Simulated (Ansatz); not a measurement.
# Solid chlorine

Computed with RPBE in Ansatz (PAW).

Run with plane-wave cutoff 520 eV, 10×10×4 k mesh (along the axes of the cell as run), Fermi–Dirac smearing 0.01 eV, scalar-relativistic PAW data made under PBE.

Cell (relaxed at this level):

```
Cl
1.0
    2.69032    -4.09682     0.00000
    2.69032     4.09682     0.00000
    0.00000     0.00000     9.14935
Cl
4
Direct
  0.90057   0.90057   0.90661
  0.59943   0.59943   0.40661
  0.40057   0.40057   0.59339
  0.09943   0.09943   0.09339
```

For solid chlorine, the bulk modulus B0 is 0.88 GPa, the band gap is 2.66 eV (indirect) and the smallest direct gap on the k points sampled comes out as 2.71 eV.

Note: for a layered or molecular solid the relaxed cell lies over 5 % above the published volume, where the minimum can be shallow; the cell comes from a level without a dispersion term, which matters for the spacing of layers, chains or molecules; the bulk modulus comes from volumes at which shape and atoms were relaxed.

It cost very roughly 20 core-minutes of CPU time.

Ansatz is an electronic-structure program.
